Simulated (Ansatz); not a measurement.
A relaxed structure of Rh. These are PBE (plane waves to 420 eV, PAW, scalar-relativistic; Ansatz, a first-principles code) values and carry that method's errors.

```xyz
1
Lattice="0.0000 1.9151 1.9151 1.9151 0.0000 1.9151 1.9151 1.9151 0.0000" Properties=species:S:1:pos:R:3 pbc="T T T"
Rh     1.9151     1.9151     1.9151
```

Find the space group and the Wyckoff positions (tolerance 0.01 Å).

Space group Fm-3m (No. 225); a = 3.8302 Å, b = 3.8302 Å, c = 3.8302 Å, α = 90.00°, β = 90.00°, γ = 90.00°

```json
[
 {"atom": "Rh", "site": "4b", "symmetry": "m-3m", "x": "0.5000", "y": "0.5000", "z": "0.5000"}
]
```

This is the fcc (Cu type).

Give the shortest distances between elements (the closest pairs, up to four, under 3.6 Å).

Rh–Rh 2.71 Å.

| Property | Result |
|---|---|
| Volume per atom | 14.05 Å³ |
| Band gap | zero (metallic) |

No spin polarisation in the result.

Measured for Rh: a 3.794 Å (static lattice; corrected from measurement; as listed in Daniel Mejia-Rodriguez, S. B. Trickey, Phys. Rev. B (2018)). Computed minus measured — a: PBE +1.0 %. The computed values are for a static lattice.

The run could not lose the symmetry of its start.
